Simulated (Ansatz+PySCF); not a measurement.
# singlet NH3: levels of theory in one basis

```
atom    x (Å)    y (Å)    z (Å)
   N   0.0000   0.0000   0.1119
   H   0.8610   0.0000  -0.2610
   H  -0.4305   0.7456  -0.2610
   H  -0.4305  -0.7456  -0.2610
```

Basis set: def2-SVP (spherical functions). Left uncorrelated: 1 orbital. Charge 0, multiplicity 1.

Computed with Ansatz (development build ahead of 0.2.0); each method stands on the lowest determinant of its kind that the runs found. NEVPT2 correlates all electrons. Active spaces start from the frontier orbitals, and the lowest solution found is given.

| method | E − E(RHF) (eV) | <S²> of the determinant |
| --- | --- | --- |
| RHF | 0.00 | 0.00 |
| RHF-MP2 | -4.96 | – |
| RHF-CCSD | -5.38 | – |
| RHF-CCSD(T) | -5.48 | – |
| SC-NEVPT2(8,7) | -4.75 | – |

What does CASSCF(8,7) give on the same scale?

-1.81 eV.

Is a single determinant a sound starting point here?

By this sign, yes. Unrestricted orbitals gain 0.00 eV and <S²> is 0.00 against 0.00 for a pure state. The CASSCF(8,7) natural occupations are 2.00, 1.98, 1.98, 1.98, 0.02, 0.02, 0.02.
